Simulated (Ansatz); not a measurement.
The cluster Li₂Si, 3 atoms. Hardware: 4 threads of AMD EPYC 9R45 on a shared host.

Correlated methods freeze 5 core orbitals; core or outer-core shells of Li are correlated, in sets that lack core-valence functions.

Task: How many basis functions does each of these Ansatz runs have, and roughly what does it cost? PBE with 5 % exact exchange/def2-TZVP, charge 0 quintet, energy, from earlier orbitals; PBE with 35 % exact exchange/def2-TZVP, charge 0 singlet, energy, from earlier orbitals; PBE with 50 % exact exchange/def2-TZVP, charge 0 triplet, energy, from earlier orbitals; B2PLYP/def2-TZVP, charge 0 singlet, energy, from earlier orbitals; r2SCAN-D4/def2-TZVP, charge 0 triplet, energy, from earlier orbitals; MP2/def2-TZVP, charge 0 quintet, energy, from earlier orbitals; PBE with 15 % exact exchange/def2-TZVP, charge 0 quintet, energy, from earlier orbitals; PBE with 10 % exact exchange/def2-TZVP, charge 0 quintet, energy, from earlier orbitals; r2SCANh-D4/def2-TZVP, charge 0 quintet, energy, from earlier orbitals; r2SCAN-D4/def2-TZVP, charge 0 quintet, energy, from earlier orbitals; PBE-D4/def2-TZVPD, charge -1 doublet at the geometry of the charge 0 singlet, energy, from earlier orbitals; HF/6-31G, charge 0 triplet, energy.

Result: Other jobs shared the machine, so times can vary by a factor of up to 3. A dash marks memory too small to be measured apart from the calling script's.

```
                                                                                                        run  functions  fitting or Cholesky vectors  wall time  peak host memory (GiB)
                                             MP2/def2-TZVP, charge 0 quintet, energy, from earlier orbitals         65                          518      0.1 s                       –
                                                                         HF/6-31G, charge 0 triplet, energy         31                          392      0.1 s                       –
                    PBE with 35 % exact exchange/def2-TZVP, charge 0 singlet, energy, from earlier orbitals         65                          529     0.15 s                       –
                    PBE with 10 % exact exchange/def2-TZVP, charge 0 quintet, energy, from earlier orbitals         65                          510     0.25 s                       –
                    PBE with 15 % exact exchange/def2-TZVP, charge 0 quintet, energy, from earlier orbitals         65                          510     0.25 s                       –
                     PBE with 5 % exact exchange/def2-TZVP, charge 0 quintet, energy, from earlier orbitals         65                          510     0.25 s                       –
                                          B2PLYP/def2-TZVP, charge 0 singlet, energy, from earlier orbitals         65                          518     0.25 s                       –
                    PBE with 50 % exact exchange/def2-TZVP, charge 0 triplet, energy, from earlier orbitals         65                          536     0.25 s                       –
PBE-D4/def2-TZVPD, charge -1 doublet at the geometry of the charge 0 singlet, energy, from earlier orbitals         77                          605     0.35 s                       –
                                       r2SCAN-D4/def2-TZVP, charge 0 quintet, energy, from earlier orbitals         65                          510     0.45 s                       –
                                      r2SCANh-D4/def2-TZVP, charge 0 quintet, energy, from earlier orbitals         65                          510     0.45 s                       –
                                       r2SCAN-D4/def2-TZVP, charge 0 triplet, energy, from earlier orbitals         65                          510      0.5 s                       –
```
